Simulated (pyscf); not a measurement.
H₂N–SiH₂–NH–SiH₂–NH₂ + silylene (SiH₂) [singlet] → H₂N–SiH₂–NH–SiH₂–NH–SiH₃, an insertion (singlet surface; H–N broken, N–Si, H–Si formed). Single points on ωB97X-D3(BJ)/def2-SVP structures (PySCF, gas phase). Energies in eV from the separated reactants.

Small-basis levels: PySCF, no dispersion term, spherical d functions. 

Task: Quick HF/STO-3G single points give ΔE‡ = 1.16 eV and ΔE = -3.54 eV. What does ωB97M-D3(BJ)/def2-TZVP give, and how far is the quick result from it?

Result: ωB97M-D3(BJ)/def2-TZVP gives ΔE‡ = 0.24 eV and ΔE = -2.96 eV. HF/STO-3G lies 0.92 eV over it in the barrier and 0.58 eV under it in the reaction energy, so on this step it does not hold to within 0.13 eV. ωB97M-D3(BJ)/def2-TZVP has limits of its own. On the reactant side the descent ends in an adduct with a N–Si contact, 1.49 eV under the separated species and 1.57 eV under the saddle at ωB97X-D3(BJ)/def2-TZVP. What is counted as formed (N–Si) is already present as a longer contact in the reactant adduct; forming that adduct is a step of its own. At ωB97X-D3(BJ)/def2-TZVP the barrier from the zero used here is 0.08 eV. One saddle was located; it need not be the lowest between these sides.
